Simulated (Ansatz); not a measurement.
One change: `FCOCF` becomes `COCF`.

Ansatz, PBE0-D4/def2-TZVP geometries, multiplicity 1. Each molecule was computed in one conformer, which needn't be the lowest.

```tsv
property	`FCOCF`
size of the dipole moment (PBE/def2-TZVPP) / D	0.11
HOMO energy (ωB97M-V/def2-TZVPP) / eV	-11.87
LUMO energy (PBE/def2-TZVPP) / eV	0.55
LUMO energy (PBE0/def2-TZVPP) / eV	1.49
LUMO energy (ωB97M-V/def2-TZVPP) / eV	3.08
ideal-gas entropy at 298 K and 1 bar (rigid rotor, harmonic PBE0-D4/def2-TZVP) / J/(mol·K)	305
```

Q: What does the change do to each property? (An estimate is asked.)

A: Computed: 
| property | `COCF` | shift |
| --- | --- | --- |
| size of the dipole moment (PBE/def2-TZVPP) / D | 1.58 | 1.47 |
| HOMO energy (ωB97M-V/def2-TZVPP) / eV | -10.87 | 1.00 |
| LUMO energy (PBE/def2-TZVPP) / eV | 0.73 | 0.18 |
| LUMO energy (PBE0/def2-TZVPP) / eV | 1.56 | 0.07 |
| LUMO energy (ωB97M-V/def2-TZVPP) / eV | 3.04 | -0.04 |
| ideal-gas entropy at 298 K and 1 bar (rigid rotor, harmonic PBE0-D4/def2-TZVP) / J/(mol·K) | 291 | -14 |

With PBE0 the HOMO rises by 1.00 eV and the LUMO rises by 0.07 eV, so the gap narrows by about 0.93 eV. PBE moves the HOMO by 0.90 eV and ωB97M-V by 1.00 eV. Dipoles are sizes alone; their direction can turn.
